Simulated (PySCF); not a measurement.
# Towards the basis-set limit for NH−

What constants does extrapolated CCSD(T) give for NH−, and what does each step add?

The runs use PySCF 2.14.0; CCSD(T) on ROHF, no relativity in the base curves; scalar relativity is added as a correction.

4 further runs of the same task are left out: 4 set aside as unsound or not needed.

### Step 1. Set-up

```
molecule             : NH−
state                : doublet, unpaired electrons π ↑
smaller basis        : H aug-cc-pVTZ, N aug-cc-pVTZ
larger basis         : H aug-cc-pVQZ, N aug-cc-pVQZ
frozen core orbitals : 1
extrapolation        : correlation as n⁻³ (n = 3, 4), Hartree–Fock as (n+1)·exp(−9√n)
corrections          : core–valence correlation, scalar relativity
distances (Å)        : 0.9257, 0.9677, 1.0098, 1.0519, 1.0940, 1.1466, 1.1992
masses (u)           : 1.0078, 14.0031
dissociation limit   : H− + N
```

On the command line:

```bash
OMP_NUM_THREADS=4 python comp.py task.json out
```

### Step 2. The runs

What does the calculation give? Wanted: for each run, Re; ωe; ωexe; αe; De.

As calculated:

```
                   level  Re (Å)  ωe (cm⁻¹)  ωexe (cm⁻¹)  αe (cm⁻¹)  De (eV)
CCSD(T)/aug-cc-pVTZ(-PP)  1.0431     3171.3         85.4      0.706    3.005
CCSD(T)/aug-cc-pVQZ(-PP)  1.0411     3188.0         86.2      0.706    3.114
                  HF/CBS  1.0205     3422.9         87.3      0.685    1.045
                 MP2/CBS  1.0348     3314.0         68.7      0.615    3.441
                CCSD/CBS  1.0364     3239.9         86.1      0.700    2.981
             CCSD(T)/CBS  1.0402     3196.7         86.6      0.705    3.191
          CCSD(T)/CBS+CV  1.0390     3204.4         86.7      0.706    3.201
       CCSD(T)/CBS+CV+SR  1.0391     3201.9         86.7      0.707    3.194
```

**Reading.** The last step gives Re = 1.0391 Å, ωe = 3201.9 cm⁻¹ and De = 3.194 eV; the smaller basis alone is off from it by +4.0 mÅ and -0.19 eV. Near the minimum the mean field binds by 1.03 eV and correlation adds 2.16 eV of binding. T1 is 0.027. Spin–orbit coupling and excitations beyond (T) are left out.
